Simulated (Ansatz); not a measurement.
hcp Ti was calculated with LDA in Ansatz (PAW).

Settings: plane-wave cutoff 520 eV, 18×18×8 k mesh (along the axes of the cell as run), Fermi–Dirac smearing 0.1 eV, perturbation theory, no spin polarisation, scalar-relativistic PAW data made under PBE.

Computed at the level's own relaxed cell.

```yaml
crystal:
  lattice:
    - [2.86412, 0.00000, 0.00000]
    - [-1.43206, 2.48040, 0.00000]
    - [0.00000, 0.00000, 4.53393]
  atoms:
    - { symbol: Ti, position: [0.66667, 0.33333, 0.75000] }
    - { symbol: Ti, position: [0.33333, 0.66667, 0.25000] }
```

Harmonic phonon frequencies (cm⁻¹; i marks an imaginary mode):

```json
[
 {"q point": "Γ", "frequencies": "0 0 0 106 106 213"},
 {"q point": "M", "frequencies": "___"},
 {"q point": "K", "frequencies": "___"},
 {"q point": "A", "frequencies": "___"}
]
```

Q: Some entries are withheld; supply them.

A: 
- M, frequencies: 91 107 222 227 240 255
- K, frequencies: 175 175 195 195 220 290
- A, frequencies: 78 78 78 78 197 197

No imaginary mode appears at these points.

Ansatz is an electronic-structure program.
